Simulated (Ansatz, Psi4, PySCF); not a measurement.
H2O (SMILES O) with CH4O (SMILES CO) on the geometries of the S66x8 set, where R/Re scales the closest contact. Geometry at R/Re = 1.00 (charge 0, multiplicity 1):
```xyz
9

O     -2.0109     0.0797     0.1251
H     -2.4276     0.8785     0.4509
H     -1.0819     0.1904     0.3661
O      0.8748     0.1758     0.5148
H      1.2427    -0.3963     1.1924
C      1.3398    -0.2958    -0.7473
H      0.9089     0.3553    -1.5004
H      2.4257    -0.2450    -0.8216
H      1.0114    -1.3157    -0.9464
```

Interaction energies with rigid monomers; basis-set methods are counterpoise corrected unless marked otherwise.

Frozen-core correlation. Rows in 6-31G* carry no dispersion term and start afresh at each structure (6-31G* with six Cartesian d functions). MP2/6-31G* freezes PySCF's default core.

Codes used: Ansatz (Gaussian orbitals); Psi4 for SAPT; PySCF for 6-31G* rows, the dispersion terms. Each number belongs to the level named beside it.

| R/Re | B3LYP-D4/def2-TZVPPD (kJ/mol) | PBE0-D3(BJ)/def2-TZVPPD (kJ/mol) | MP2/6-31G* (kJ/mol) | CCSD(T)/aug-cc-pVDZ (kJ/mol) | SAPT0/jun-cc-pV(D+d)Z (kJ/mol) |
|---|---|---|---|---|---|
| 0.90 | -22.1 | -23.1 | -17.4 | -17.6 | -22.4 |
| 1.00 | -23.6 | (withheld) | -21.6 | -20.8 | -23.9 |
| 1.10 | -21.4 | -21.7 | -20.7 | -19.7 | -22.1 |
| 1.25 | -16.5 | -16.9 | -16.7 | -15.8 | -17.5 |
| 1.50 | -9.7 | -10.3 | (withheld) | -9.7 | -11.0 |
| 2.00 | -3.7 | -4.1 | -4.2 | -3.9 | -4.7 |

Task: Fill in the missing entries.

Result: 
- 1.50, MP2/6-31G* (kJ/mol): -10.4
- 1.00, PBE0-D3(BJ)/def2-TZVPPD (kJ/mol): -24.1

Ansatz is an electronic-structure program.
